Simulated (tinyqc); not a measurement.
Ways to converge the cycle: SCF convergence aids in the sto-3g basis, for H2F+, spin multiplicity 1. Computed by the program tinyqc with PySCF. Command: `OMP_NUM_THREADS=1 python tinyqc.py 111781 111782 out.jsonl`; one thread of a shared host (Intel(R) Xeon(R) Processor @ 2.60GHz), about 0.7 s.

Geometry (angstrom):
```
atom       x        y       z
F     0.0000   0.0000  0.0000
H     0.0000   1.0810  0.6720
H     0.0000  -1.1250  0.6990
```

lowest restricted solution found by these runs and by PySCF = -98.733576 hartree

RHF with one setting changed at a time; a run stops when the energy changes by less than 1e-09 hartree and the error matrix is below 1e-5. The start is the Wolfsberg-Helmholz matrix. Damping d keeps d of the old density; a shift (hartree) raises the virtual levels; DIIS n extrapolates F over n matrices.

Largest element of the error matrix X^T (FDS - SDF) X:
```
iteration    plain  damping 0.3  damping 0.6  shift 0.4   DIIS 3   DIIS 8
1          3.6e-01      3.6e-01      3.6e-01    3.6e-01  3.6e-01  3.6e-01
2          1.1e-01      1.4e-01      2.3e-01    1.6e-01  1.1e-01  1.1e-01
3          1.8e-02      6.5e-02      1.5e-01    6.6e-02  1.9e-02  1.9e-02
4          6.8e-03      3.3e-02      9.6e-02    3.1e-02  4.1e-03  4.1e-03
5          1.5e-03      1.6e-02      6.2e-02    1.3e-02  5.6e-04  5.8e-04
6          6.0e-04      7.5e-03      4.5e-02    5.3e-03  2.9e-04  5.1e-05
8          1.2e-04      1.7e-03      2.3e-02    2.3e-03  1.6e-06  1.0e-06
10         3.1e-05      3.7e-04      1.2e-02    1.1e-03        -        -
14               -      4.5e-05      2.9e-03    2.7e-04        -        -
20               -            -      3.3e-04    3.3e-05        -        -
30               -            -      1.7e-05          -        -        -
```

How each run ends:
```
run          iterations  E (hartree)         state
plain                13   -98.733576  lowest found
damping 0.3          19   -98.733576  lowest found
damping 0.6          40   -98.733576  lowest found
shift 0.4            24   -98.733576  lowest found
DIIS 3                8   -98.733576  lowest found
DIIS 8                8   -98.733576  lowest found
```

6 of 6 runs reach the lowest restricted solution found, in 8 to 40 iterations (fastest: DIIS 3, DIIS 8). Plain steps already contract here, so damping only slows them. DIIS 3 and DIIS 8 gain by cancelling the error over several earlier matrices, much as a quasi-Newton step does.
